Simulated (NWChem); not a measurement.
System: ethylamine (C₂H₇N); SMILES NCC

```xyz
10

C      0.2571    -1.2343    -0.0367
C     -0.5506     0.0489     0.0217
N      0.3151     1.2090    -0.0768
H     -0.3946    -2.1209    -0.0138
H      0.8637    -1.2647    -0.9543
H      0.9463    -1.3085     0.8212
H     -1.1887     0.0307     0.9329
H     -1.2496     0.0726    -0.8321
H     -0.2323     2.0670    -0.0657
H      0.9301     1.2564     0.7345
```
Atoms are numbered in this order, from 1.

Results from NWChem. Pople sets run with spherical d functions. The geometry was optimised at PBE0/def2-SVP. GIAO values for the isolated, static molecule; σ is the absolute isotropic shielding, δ = σ(reference) − σ with the isolated reference molecule computed at the same levels (13C: tetramethylsilane, 1H: tetramethylsilane, 15N: ammonia).

```
level                                 δ C1 (ppm)  δ C2 (ppm)  δ N3 (ppm)  δ H4 (rotor mean) (ppm)  δ H7 (ppm)  δ H8 (ppm)  δ H9 (ppm)
------------------------------------  ----------  ----------  ----------  -----------------------  ----------  ----------  ----------
BHandHLYP/pcSseg-1                          19.9        39.6        38.8                     1.13        2.75        2.46        0.57
B3LYP/6-31G*                                18.5        38.0        31.8                     1.06        3.00        2.61        0.25
LDA (Slater exchange, VWN5)/pcSseg-1        18.8        42.2        48.4                     1.08        3.26        2.70        0.56
B3LYP/6-311G**                              20.0        42.4        47.5                     1.10        3.15        2.60        0.47
```
